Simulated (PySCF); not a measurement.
Molecule: SMILES [C@@H](CC)(C)O, C4H10O.

Molfile (atoms numbered from 1):
```
C4H10O
     RDKit          3D

 15 14  0  0  0  0  0  0  0  0999 V2000
    2.0005   -0.2410    0.0680 C   0  0  0  0  0  0  0  0  0  0  0  0
    0.5638   -0.6992   -0.1159 C   0  0  0  0  0  0  0  0  0  0  0  0
   -0.4582    0.3847    0.1879 C   0  0  2  0  0  0  0  0  0  0  0  0
   -1.8874   -0.1139    0.0503 C   0  0  0  0  0  0  0  0  0  0  0  0
   -0.2038    1.4546   -0.6972 O   0  0  0  0  0  0  0  0  0  0  0  0
    2.7136   -1.0348   -0.2005 H   0  0  0  0  0  0  0  0  0  0  0  0
    2.1975    0.0462    1.1137 H   0  0  0  0  0  0  0  0  0  0  0  0
    2.2046    0.6354   -0.5634 H   0  0  0  0  0  0  0  0  0  0  0  0
    0.4034   -1.0290   -1.1574 H   0  0  0  0  0  0  0  0  0  0  0  0
    0.3501   -1.5697    0.5267 H   0  0  0  0  0  0  0  0  0  0  0  0
   -0.2986    0.7160    1.2375 H   0  0  0  0  0  0  0  0  0  0  0  0
   -2.0925   -0.9428    0.7451 H   0  0  0  0  0  0  0  0  0  0  0  0
   -2.6100    0.6892    0.2695 H   0  0  0  0  0  0  0  0  0  0  0  0
   -2.0704   -0.4647   -0.9773 H   0  0  0  0  0  0  0  0  0  0  0  0
   -0.8126    2.1691   -0.4868 H   0  0  0  0  0  0  0  0  0  0  0  0
  1  2  1  0
  2  3  1  0
  3  4  1  0
  3  5  1  0
  1  6  1  0
  1  7  1  0
  1  8  1  0
  2  9  1  0
  2 10  1  0
  3 11  1  1
  4 12  1  0
  4 13  1  0
  4 14  1  0
  5 15  1  0
M  END
```

Geometry PBE0-D3(BJ)/def2-SVP throughout; GIAO in PySCF 2.14, gas phase, one conformer, non-relativistic; equivalent atoms averaged; functional PBE0.

For orientation, cc-pVDZ gives these shifts δ (against TMS, H2O at the same level): C3 68.5, C4 27.7, C1 13.6, O5 60.6, H11 3.51, H9 1.24, H6/H7/H8 1.00, H12/H13/H14 0.97, H15 -0.56 ppm.

A run gave: C3 66.1, C4 26.5, C1 12.4, O5 57.1, H11 3.39, H9 1.17, H6/H7/H8 0.95, H12/H13/H14 0.94, H15 -0.38 ppm (shifts δ (against TMS, H2O at the same level)).

Which basis set was used in that run?
A. cc-pVTZ
B. def2-TZVP
C. pcSseg-0
D. pcSseg-2
E. def2-SVP

Answers

E. C3 tells them apart best: def2-SVP gives 66.1, cc-pVTZ gives 70.4, def2-TZVP gives 71.4, pcSseg-0 gives 71.3, pcSseg-2 gives 73.2 ppm.
